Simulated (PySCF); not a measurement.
# Relaxation of singlet LiF₂⁻

All numbers come from PBE0/[Li def2-TZVPD, F def2-TZVPD], no relativity, density fitting, PySCF. A (50,194) grid was used.

A hand-made linear start, of D∞h symmetry, held to at least that symmetry:

```xyz
3
charge -1 multiplicity 1, angstrom
Li    0.0000    0.0000    0.0000
F     0.0000    0.0000    1.9700
F     0.0000    0.0000   -1.9700
```

Task: What forces act on the atoms at the start (eV/Å)?

Result: 
```csv
atom,Fx,Fy,Fz
Li1,0.00,0.00,0.00
F2,0.00,0.00,-1.42
F3,0.00,0.00,1.42
```

Task: What does it relax to?

Result: It ends at D∞h with Li–F 1.688 Å (×2); F–Li–F 180.0°. A frequency run shows a minimum. Other isomers or separated fragments may lie lower.

Task: How much energy is released, and in how many steps?

Result: 48.0 kJ/mol in 5 steps.
